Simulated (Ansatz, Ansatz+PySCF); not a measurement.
```yaml
atoms:
  - { symbol: C, position_ang: [0.0000, 0.0000, -0.5228] }
  - { symbol: O, position_ang: [0.0000, 0.0000, 0.6733] }
  - { symbol: H, position_ang: [0.0000, -0.9444, -1.1247] }
  - { symbol: H, position_ang: [0.0000, 0.9444, -1.1247] }
```

RHF on singlet CH₂O was run in several spherical basis sets with Ansatz (development build ahead of 0.2.0).

Problem. Rank the basis sets by the total energy that they give, lowest first, with the distance from the lowest.
A. 6-31G(d)
B. cc-pVTZ
C. def2-SVP
D. def2-TZVP
E. cc-pVDZ

Solution. D (0.00 eV), B (0.13 eV), E (1.09 eV), A (1.41 eV), C (3.74 eV).

Totals follow the description of the cores as much as that of the bonds, so this order isn't one of quality for chemistry.
